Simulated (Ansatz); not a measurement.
A made-up structure of AlSiH4O, doublet:

```
7
angstrom
O -1.4996 -2.0587 0.0446
Al -0.1969 -1.1735 0.7234
Si 0.2106 0.9157 -0.5044
H 0.5497 -1.7655 1.9871
H -0.5588 -1.2608 2.1971
H 0.0608 2.0756 0.4189
H 1.6055 0.9238 -1.0279
```

It is relaxed with PBE-D4/def2-SVP and then PBE0-D4/def2-TZVP (Ansatz 0.2.0). Atoms count as bonded within 1.22 times the sum of their covalent radii (H–H: 0.88 Å). The end point is not checked to be a true minimum.

**Question.** Does its bonding change? (Judge from chemistry; the calculation decides.)

**Answer.** Computed: Yes. Formed: H4–H5; broken: Al2–H4, Al2–H5.

Where it ends: The first stage lowers the energy by 2.79 eV in 45 steps. It ends as a complex of AlSiH₂O ([O][Al][SiH2]) + H₂:
```xyz
7
angstrom
O -0.2799 -1.3648 1.3697
Al 0.0328 -0.1854 0.3388
Si 0.3091 1.5936 -1.2459
H -0.9499 -3.5121 3.5175
H -0.7854 -2.9972 2.9964
H 0.7676 2.8840 -0.6712
H 1.0771 1.2385 -2.4665
```

Labels in which every atom is bracketed show which atoms are joined, not bond orders.

For scale, one of the runs: PBE0-D4/def2-TZVP relaxation, 129 basis functions, launched by `ansatz run in.yaml --threads 2 --pin off --events-out ev --progress --plain --max-ram 4352MiB`. The run took about 18 s on 2 CPU threads of an Intel Xeon 6975P-C (shared host).
